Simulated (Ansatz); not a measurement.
# CHOSi (quartet): from Hartree-Fock to the top rungs, def2-QZVPP

An exercise on one series of results from a longer session: the logs are not shown, and one member is left open.

Program: Ansatz 0.2.0, Gaussian basis. Level of theory: def2-QZVPP, core rule «outside noble gas», up to 7 orbitals frozen. These are calculated values, not measurements.

Plan: UHF; ROHF; CCSD(T) on UHF.

## What is computed

The geometry is a PBE0/def2-TZVP stationary point (not a proven minimum).

4 atoms, charge 0, spin multiplicity 4.

Atoms are counted from 1 here; the program's logs count them from 0.

Bond lengths: C1–Si2 1.820 Å, C1–H4 1.084 Å, Si2–O3 1.530 Å. Angles: Si2–C1–H4 150.6°, C1–Si2–O3 122.3°.

The first run:

in.yaml reads:

```yaml
crystal:
  periodic: [false, false, false]
  atoms:
    - {symbol: C, position_ang: [0.000000, -0.231556, 1.642911]}
    - {symbol: Si, position_ang: [0.000000, 0.419511, -0.056146]}
    - {symbol: O, position_ang: [0.000000, -0.495400, -1.281834]}
    - {symbol: H, position_ang: [0.000000, -1.066454, 2.334393]}
basis:
  gaussian: {orbitals: "def2-QZVPP.json"}
magnetization: {spin_polarized: true, initial_magnetization: 3}
hamiltonian: {xc: hf}
output: {orbitals: {seedname: orbitals}}
```

Launch:

```sh
> ansatz run in.yaml --threads 1 --pin off --events-out ev --progress --plain --max-ram 2393MiB
```

Among the steps run: UHF; ROHF; CCSD(T) on UHF.

One of the session's tables, all rows but one given; the rest of the session is left out.

It belongs to the step «Misses and costs». 

```
  method  from UCCSD(T) (kJ/mol)
    ROHF                       ?
     UHF                 +1316.3
    UMP2                   +98.8
   UCCSD                   +64.2
UCCSD(T)                       0
```

Q: Estimate the row for ROHF from the others.

The run gave: from UCCSD(T) (kJ/mol): +1344.2. In the column «from UCCSD(T) (kJ/mol)» it is the highest.
